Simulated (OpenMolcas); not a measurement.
# C2H3FO (acetyl fluoride): a line through the functionals

C2H3FO has 7 atoms, charge 0, and is taken as a singlet. As SMILES, `CC(=O)F`. The shape is that of a PBE0-D4/def2-TZVP optimisation.

The dipole moment y, in D, basis aug-cc-pVDZ; a is the functional's share of exact exchange. Programs: OpenMolcas 26.06.

| functional | program | a | y (D) |
| --- | --- | --- | --- |
| BLYP | OpenMolcas | 0 | 2.89 |
| TPSS | OpenMolcas | 0 | 2.88 |
| B3LYP | OpenMolcas | 0.2 | ? |
| PBE0 | OpenMolcas | 0.25 | 2.99 |
| BHLYP | OpenMolcas | 0.5 | 3.13 |

Task: Fit y = c + s·a to the known rows and predict B3LYP.

Result: 
1. Means of the 4 rows: a = 0.1875, y = 2.973.
2. Σ(Δa)² = 0.17188, Σ(Δa·Δy) = 0.083125, so the slope is 0.083125/0.17188 = 0.48362.
3. Intercept: 2.973 − (0.48362) × 0.1875 = 2.882. The largest residual of the fit is 0.013.
4. B3LYP: 2.882 + (0.48362) × 0.2 = 2.98 D.

The run gave 2.99 D, so the prediction is off by -0.01 D, at the rounding of the table. More exact exchange makes the molecule more polar here. The measured value is 2.96 D (NIST CCCBDB); in this basis the line meets it at a = 0.16.
